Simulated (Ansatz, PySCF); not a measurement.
This Ansatz (a quantum-chemistry and plane-wave program) input computes a B3LYP/def2-TZVPD energy:

Ansatz 0.2 input:
```yaml
crystal:
  periodic: [false, false, false]
  atoms:
    - {symbol: O, position_ang: [-1.05124578, -0.53895713, -0.04517009]}
    - {symbol: C, position_ang: [0.22159526, 0.58565329, 0.00865797]}
    - {symbol: O, position_ang: [1.25638181, 0.13571604, 0.12856953]}
    - {symbol: H, position_ang: [-0.77813459, -1.47076695, -0.15085754]}
    - {symbol: H, position_ang: [-0.30730441, 1.53440276, -0.05254589]}
    - {symbol: H, position_ang: [-1.88522068, -0.35162684, -0.51573992]}
basis:
  gaussian:
    orbitals: def2-TZVPD
hamiltonian:
  xc: {name: B3LYP}
total_charge: 1
output: {forces: true}
```

Write an input for the same energy in PySCF and say what it gives.


```python
from pyscf import gto, scf, dft

mol = gto.M(
    atom='''
    O    -1.05124578   -0.53895713   -0.04517009
    C     0.22159526    0.58565329    0.00865797
    O     1.25638181    0.13571604    0.12856953
    H    -0.77813459   -1.47076695   -0.15085754
    H    -0.30730441    1.53440276   -0.05254589
    H    -1.88522068   -0.35162684   -0.51573992
    ''',
    basis='def2-tzvpd',
    charge=1,
    spin=0,
    verbose=4,
)

mf = dft.RKS(mol, xc='b3lyp').density_fit(auxbasis='def2-universal-jkfit')
mf.grids.level = 3
mf.conv_tol = 1e-9
mf.max_cycle = 100
mf.max_memory = 1500
mf.kernel()
if not mf.converged:
    mf = mf.newton()
    mf.kernel(mf.make_rdm1())
mf.analyze()
```
It gives -190.10830 Eh, and Ansatz -190.10826 Eh, a difference of 0.04 mEh, from the treatment of integrals and grids.

It need not be the lowest isomer of its formula.
